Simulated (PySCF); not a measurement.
Simulated outer-valence photoelectron spectrum of bicyclo[2.1.0]pent-2-ene (`C1=C[C@H]2C[C@@H]12`). Method used: EOM-IP-CCSD/aug-cc-pVDZ in PySCF, restricted Hartree–Fock reference, 5 core orbitals frozen, non-relativistic, gas phase, PBE0-D3(BJ)/def2-SVP geometry.

Each root has a Gaussian of 0.3 eV full width with its one-hole share as area; cross sections and vibrations are left out, and the highest printed point is 100.

| ionisation energy (eV) | intensity |
| --- | --- |
| 8.2 | 1 |
| 8.4 | 19 |
| 8.6 | 60 |
| 8.8 | 16 |
| 9.0 | 0 |
| 9.2 | 0 |
| 9.4 | 0 |
| 9.6 | 0 |
| 9.8 | 0 |
| 10.0 | 0 |
| 10.2 | 0 |
| 10.4 | 0 |
| 10.6 | 3 |
| 10.8 | 48 |
| 11.0 | 100 |
| 11.2 | 38 |
| 11.4 | 2 |
| 11.6 | 8 |
| 11.8 | 54 |
| 12.0 | 32 |
| 12.2 | 2 |
| 12.4 | 18 |
| 12.6 | 60 |
| 12.8 | 17 |
| 13.0 | 0 |
| 13.2 | 0 |
| 13.4 | 0 |
| 13.6 | 0 |
| 13.8 | 0 |
| 14.0 | 0 |
| 14.2 | 0 |
| 14.4 | 0 |
| 14.6 | 7 |
| 14.8 | 53 |
| 15.0 | 44 |
| 15.2 | 59 |
| 15.4 | 24 |
| 15.6 | 1 |
| 15.8 | 0 |
| 16.0 | 0 |
| 16.2 | 0 |
| 16.4 | 0 |
| 16.6 | 0 |
| 16.8 | 1 |
| 17.0 | 30 |
| 17.2 | 53 |
| 17.4 | 8 |

**Question.** Where are the maxima, and how many lines lie under the curve?

**Answer.** 7 maxima, at 8.6, 11.0, 11.9, 12.6, 14.9, 15.2 and 17.1 eV, from 8 lines. At this width some lines have no maximum of their own.

**Question.** List the lines with their holes.

**Answer.** 
```tsv
E (eV)	leading hole (HF orbital)	area	Koopmans (eV)
8.59	HOMO	0.96	8.73
10.91	HOMO-2	0.96	11.71
11.06	HOMO-1	0.96	11.69
11.86	HOMO-3	0.96	12.99
12.60	HOMO-4	0.95	13.78
14.86	HOMO-5	0.95	16.25
15.23	HOMO-6	0.94	16.67
17.14	HOMO-7	0.93	18.87
```

The widest gap, 2.32 eV, lies between 8.59 and 10.91 eV. Only orbitals with −ε under 21 eV, eight at most, were ionised, so the high end of the curve may lack lines.
